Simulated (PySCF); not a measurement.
Compound: C4H4S.
SMILES: `C=CC=C=S`

Method: EOM-IP-CCSD/aug-cc-pVDZ in PySCF, restricted Hartree–Fock reference, frozen core, non-relativistic, gas phase, PBE0-D3(BJ)/def2-SVP geometry.

Hartree–Fock orbital energies give these Koopmans values (eV): HOMO 8.19, HOMO-1 11.33, HOMO-2 11.74, HOMO-3 14.10, HOMO-4 14.35, HOMO-5 15.65, HOMO-6 16.80, HOMO-7 17.13.

What vertical ionisation energies does EOM-IP-CCSD give?

```tsv
leading hole (HF orbital)	Koopmans (eV)	EOM-IP-CCSD (eV)	change (eV)	one-hole share
HOMO	8.19	8.06	-0.13	0.96
HOMO-1	11.33	10.82	-0.51	0.93
HOMO-2	11.74	11.45	-0.29	0.95
HOMO-3	14.10	12.69	-1.41	0.89
HOMO-4	14.35	13.07	-1.28	0.94
HOMO-5	15.65	14.06	-1.59	0.94
HOMO-6	16.80	15.15	-1.65	0.92
HOMO-7	17.13	15.36	-1.77	0.92
```

Does the order of the lines follow the orbital energies?

Yes, no two lines change places. The corrections run from -1.77 to -0.13 eV, with a mean of -1.08 eV over the 8 lines; no line lies above its Koopmans value. Koopmans values leave out both the relaxation of the orbitals and the change in correlation energy.

At what kinetic energies would He II light (40.81 eV) eject these electrons?

32.75 eV (HOMO), 29.99 eV (HOMO-1), 29.36 eV (HOMO-2), 28.12 eV (HOMO-3), 27.74 eV (HOMO-4), 26.75 eV (HOMO-5), 25.66 eV (HOMO-6), 25.45 eV (HOMO-7).

What total energy has the lowest final state, and which wavelength reaches it?

E(CCSD) + ionisation energy = -551.99556 + 0.29616 = -551.69940 Eh, at the geometry of the initial state. The threshold wavelength is 1239.84 eV nm/8.06 eV = 153.8 nm.

One root was sought for each valence orbital with −ε under 21 eV, eight at most, so deeper holes and satellites are missing; no vibrational structure.

Conformer computed: `[CH2:1]=[CH:2][CH:3]=[C:4]=[S:5]`: C1–C2–C3–C4 180°.

One conformer stands for the species.
